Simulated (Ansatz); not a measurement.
in.yaml

```yaml
crystal:
  periodic: [false, false, false]
  atoms:
    - {symbol: Al, position_ang: [0.000000, 0.000000, 0.000000]}
    - {symbol: O, position_ang: [0.000000, 0.000000, -1.645900]}
    - {symbol: O, position_ang: [0.000000, 0.000000, 1.645900]}
basis:
  gaussian: {orbitals: cc-pVDZ, fitting: {mean_field: def2-universal-jkfit}}
magnetization: {spin_polarized: true, initial_magnetization: 3}
correlation: {method: ccsd_t, electrons: outside_noble_gas}
scf: {lower_state_search: light}
```

```sh
$ ansatz run in.yaml --threads 1 --pin off --events-out ev --progress --plain --max-ram 2393MiB
```

Log:

```
282 factors; integrals over basis functions are off by at most 9.0e-2 eV
mean field evaluation 1: about -10647.6492 eV, gradient 1.8e1 eV
mean field evaluation 2: about -10649.3486 eV, gradient 1.2e1 eV
mean field evaluation 4: about -10650.1619 eV, gradient 1.3e0 eV
mean field evaluation 8: about -10650.2020 eV, gradient 8.0e-3 eV
mean field evaluation 16: about -10651.5989 eV, gradient 5.0e0 eV
mean field evaluation 32: about -10650.2020 eV, gradient 7.2e-5 eV
mean field evaluation 64: about -10651.5134 eV, gradient 9.9e-7 eV
mean field evaluation 96: about -10654.1578 eV, gradient 3.8e-2 eV
mean field evaluation 128: about -10654.1762 eV, gradient 3.5e-1 eV
mean field evaluation 160: about -10652.1194 eV, gradient 1.0e0 eV
mean field evaluation 192: about -10654.1767 eV, gradient 2.5e-3 eV
mean field evaluation 224: about -10652.1391 eV, gradient 7.1e-3 eV
mean field evaluation 256: about -10651.8561 eV, gradient 1.1e-3 eV
mean field evaluation 288: about -10652.0846 eV, gradient 2.1e0 eV
mean field evaluation 320: about -10651.5211 eV, gradient 5.2e-3 eV
mean field evaluation 352: about -10649.5759 eV, gradient 1.1e-1 eV
mean field evaluation 384: about -10649.1437 eV, gradient 1.0e0 eV
mean field evaluation 416: about -10648.4143 eV, gradient 2.3e-3 eV
mean field evaluation 448: about -10647.6001 eV, gradient 1.3e-3 eV
mean field evaluation 480: about -10654.1578 eV, gradient 6.1e-2 eV
mean field evaluation 512: about -10651.5134 eV, gradient 5.7e-4 eV
mean field evaluation 544: about -10654.1570 eV, gradient 2.2e-1 eV
mean field evaluation 576: about -10650.0747 eV, gradient 1.4e1 eV
mean field evaluation 608: about -10652.1391 eV, gradient 1.8e-2 eV
mean field evaluation 640: about -10649.5380 eV, gradient 7.7e0 eV
mean field evaluation 672: about -10650.2411 eV, gradient 1.3e1 eV
mean field -10654.17668109 eV, -391.5337713697 hartree, gradient 2.0e-6 eV, S^2 3.759624; 21 other end points of the search recorded, 0 dependent functions left out
determinant -10654.17668109 eV, -391.5337713697 hartree, with singles and doubles -10663.68751260 eV, -391.8832879811 hartree
determinant -10654.15783101 eV, -391.5330786422 hartree, with singles and doubles -10663.64940059 eV, -391.8818873905 hartree
determinant -10652.13913232 eV, -391.4588928334 hartree, with singles and doubles -10661.63575284 eV, -391.8078872005 hartree
determinant -10651.85611563 eV, -391.4484921619 hartree, with singles and doubles -10661.33403502 eV, -391.7967992751 hartree
determinant -10651.52114187 eV, -391.4361821033 hartree, with singles and doubles -10660.94083101 eV, -391.7823492942 hartree
determinant -10651.51340528 eV, -391.4358977891 hartree, with singles and doubles -10661.10343623 eV, -391.7883249261 hartree
determinant -10650.20199789 eV, -391.3877044562 hartree, with singles and doubles -10662.52054008 eV, -391.8404025321 hartree
determinant -10654.17668109 eV, -391.5337713697 hartree, with singles and doubles -10663.69136475 eV, -391.8834295451 hartree
determinant -10654.15783101 eV, -391.5330786422 hartree, with singles and doubles -10663.65255759 eV, -391.8820034082 hartree
7 core orbitals not correlated: weight in the atoms' cores, before any rotation towards them, 1.000 or more for the frozen orbitals, at most 0.000 for the correlated occupied ones
reference -10654.17668109 eV, -391.5337713697 hartree; 9, 6 occupied and 30, 33 virtual orbitals, 282 factors
second order -8.78866194 eV of doubles, -0.00000000 eV of singles
cycle   1  -9.51468114 eV  change    2.5e-6 eV  update   1.7e-6
perturbative correction -0.21288751 eV, -0.0078234718 hartree
Total energy: -10663.90424974 eV, -391.8912529242 hartree
```

Ran on 1 thread of Arm Neoverse V1, shared host: 12 s wall, 0.11 GiB peak host memory.
